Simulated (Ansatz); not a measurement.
**Two structures, one formula**

Two relaxed structures of NaAlH2, singlet (PBE0-D4/def2-TZVP; forces vanish, vibrations not checked).

A:

```xyz
4
angstrom
Na 1.5699 0.0879 0.6660
Al -1.1871 -0.0665 -0.5036
H 0.0071 -1.2148 0.1385
H -0.0108 1.2146 -0.1401
```

B:

| atom | x (Å) | y (Å) | z (Å) |
| --- | --- | --- | --- |
| Na1 | -2.4379 | -0.1334 | -1.0345 |
| Al2 | 0.2309 | 0.0119 | 0.0981 |
| H3 | 1.1130 | -1.2415 | 0.6175 |
| H4 | 1.0940 | 1.3630 | 0.3190 |

Ansatz 0.2.0; basis: def2-TZVPP; cores frozen in the correlated methods. The outer core shell of Li, Na, Mg and K is correlated. The def2 sets are not built for correlating such inner shells, so the correlated values are less sure here. B3LYP uses VWN-RPA correlation.

**Question.** Which structure is lower at CCSD(T), and by how much? (To be estimated.)

**Answer.** Computed: B, by 0.066 eV (electronic energy, against the other). By their contacts, A is NaAlH₂ ([H]1[Na]2[H][Al]12) and B is NaAlH₂ ([Na][AlH2]).

All methods give the same order:

```
   method  E(B) − E(A) (eV)
   PBE-D4            -0.050
r2SCAN-D4            -0.063
  PBE0-D4            -0.094
 B3LYP-D4            -0.051
  wB97M-V            -0.008
       HF            -0.204
      MP2            -0.117
     CCSD            -0.076
  CCSD(T)            -0.066
```

The T1 diagnostic stays at or below 0.012. The restricted Hartree–Fock reference is unstable towards an unrestricted one at one or more of these structures.

Labels in which every atom is bracketed show which atoms are joined, not bond orders.

For scale, one of the runs: CCSD(T)/def2-TZVPP, 102 basis functions, launched by `ansatz run in.yaml --threads 2 --pin off --events-out ev --progress --plain --max-ram 4352MiB`. Hardware: 2 CPU threads of an Arm Neoverse N1, shared host. Wall time about 3.8 s.
